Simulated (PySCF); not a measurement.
CH₃O, SMILES C[O], multiplicity 2. Atoms are numbered in the order given.

```xyz
5

C      0.0132     0.5726     0.0000
O      0.0048    -0.7906     0.0000
H     -0.5650     0.9322     0.8693
H     -0.5650     0.9322    -0.8693
H      1.0128     1.0250     0.0000
```
Charge 0, spin multiplicity 2.

Coordinates come from a B3LYP-D3(BJ)/def2-TZVP optimisation. A frequency run showed that this geometry is not a minimum. The isomer is the one that the SMILES or the coordinates give; other isomers of the formula were not compared.

All values below come from PySCF with B3LYP/pcH-1.

Unrestricted Kohn–Sham, ⟨S²⟩ = 0.753. Hyperfine tensors hold the contact and dipolar terms, without spin-orbit corrections.

Computed hyperfine couplings:
```
nucleus    A(iso) (MHz)  A(iso) (G)  dipolar principal values (MHz)
---------  ------------  ----------  ------------------------------
13C no. 1         -39.6       -14.1                  -6.9, 3.2, 3.7
17O no. 2         -50.1       -17.9            -271.1, 134.8, 136.3
1H no. 3          189.7        67.7                -8.5, -4.3, 12.8
1H no. 4          189.7        67.7                -8.5, -4.3, 12.8
1H no. 5           -5.5        -2.0                -5.7, -5.4, 11.1
```

Problem. And the g tensor (effective nuclear charges for spin-orbit coupling, GIAO)? (Estimate from the structure and the level; the computed values follow.)

Solution. principal values 2.0021, 2.0089, 2.0650; isotropic 2.0253.
